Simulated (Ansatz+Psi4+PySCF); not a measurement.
A calculation with PySCF 2.14.0.

```python
from pyscf import gto, scf, cc

mol = gto.M(atom="""
Li 0.000000 0.000000 1.663840
Li 0.000000 0.000000 -1.663840
""", basis='cc-pcvtz', charge=1, spin=1)
mf = scf.UHF(mol)
mf.kernel()
mycc = cc.CCSD(mf, frozen=None).run()
et = mycc.ccsd_t()
print(mf.e_tot, mycc.e_corr, et, mycc.e_tot + et)
```

The script is written out from the run's settings.

Output:

| Item | Value |
| --- | --- |
| Converged | yes |
| Reference energy | -14.71552 hartree |
| CCSD correlation energy | -0.08191 hartree |
| Triples correction | -0.00002 hartree |
| Total energy | -14.79745 hartree |
| Spin squared of the determinant | 0.750 |
| T1 diagnostic | 0.001 |
| Largest doubles amplitude | 0.01 |

Messages of the program:
```
WARN: HOMO -0.141503889135174 >= LUMO -0.141503889135174
WARN: HOMO -0.141503889135174 >= LUMO -0.141503889135174
```
